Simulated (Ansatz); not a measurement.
Computed with Ansatz on PBE0-D4/def2-TZVP structures; ΔE is electronic, products minus reactants. CCSD(T)/CBS is the MP2 limit (def2-TZVPP, def2-QZVPP) plus CCSD(T) − MP2 in def2-TZVPP, frozen cores. This one scheme is used for every species, atoms too. DFT in def2-TZVPP. No spin–orbit coupling; open shells (•) take unrestricted orbitals. Spin–orbit coupling would lower the free atoms: a little for B, O, Si. Each species was taken in one conformer, which may not be the lowest.

`B[SiH2]O` → B• + 5 H• + O• + Si•  (atomization)

```json
{"level": "r2SCAN0-D4", "ΔE (kJ/mol)": "2588.0"}
{"level": "BHLYP", "ΔE (kJ/mol)": "2554.8"}
```

(1) What does CCSD(T)/CBS give? (Best estimate.)

Largest T1 diagnostic among the species: 0.014.

Results:

(1) Computed: +2617.2 kJ/mol. The listed levels differ from it by -29.2, -62.4 kJ/mol.

From BLYP to BHLYP (50 % exact exchange), in def2-TZVPP and without D4, ΔE moves by −21.8 kJ/mol: exact exchange takes away binding that semilocal exchange gives to molecules. The D4 term adds +17.9 kJ/mol with B3LYP and +9.2 kJ/mol with PBE0; it sums over pairs of atoms, weighted by their polarisabilities, and B3LYP, whose exchange is more repulsive, gets the larger term. Leaving LDA and LC-ωPBE aside and taking each functional with its dispersion term where it has one, the values, not all of them listed here, spread over 70.8 kJ/mol, from revPBE-D4 to CAM-B3LYP-D4. LDA lies +319.5 kJ/mol from PBE without D4, its usual overbinding.

B3LYP here is the variant with VWN-RPA as its local correlation; programs differ in this.

For atomizations the MP2-based limit and the directly extrapolated one differ by several kJ/mol either way, and by 10 to 25 for some Ge, Se and Sn compounds, so smaller differences from it don't rank the levels.
